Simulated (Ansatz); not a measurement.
`CC(O)(O)S` + H₂ → `CC(O)O` + H₂S  (hydrogenolysis of a C–S bond)

Computed with Ansatz on PBE0-D4/def2-TZVP structures; ΔE is electronic, products minus reactants. CBS: MP2 limit from def2 TZ/QZ plus the TZ coupled-cluster correction, frozen cores. This one scheme is used for every species. Functionals use def2-TZVPP. Each species was taken in one conformer, which may not be the lowest.

| level | ΔE (kJ/mol) |
| --- | --- |
| r2SCANh-D4 | -62.0 |
| LC-ωPBE | -73.6 |

(1) What does CCSD(T)/CBS give? (Best estimate.)

Largest T1 diagnostic among the species: 0.011.

Results:

(1) Computed: -64.2 kJ/mol. The listed levels differ from it by 2.2, -9.4 kJ/mol.

From PBE to PBE0 (25 % exact exchange), in def2-TZVPP and without D4, ΔE moves by −6.0 kJ/mol. At CCSD(T), def2-SVP lies −4.0 kJ/mol from the extrapolated value and def2-TZVPP −3.5 kJ/mol. In def2-TZVPP, CCSD(T) changes the Hartree–Fock value by +28.9 kJ/mol (the triples alone add +7.8 kJ/mol) and MP2 by +36.3 kJ/mol.
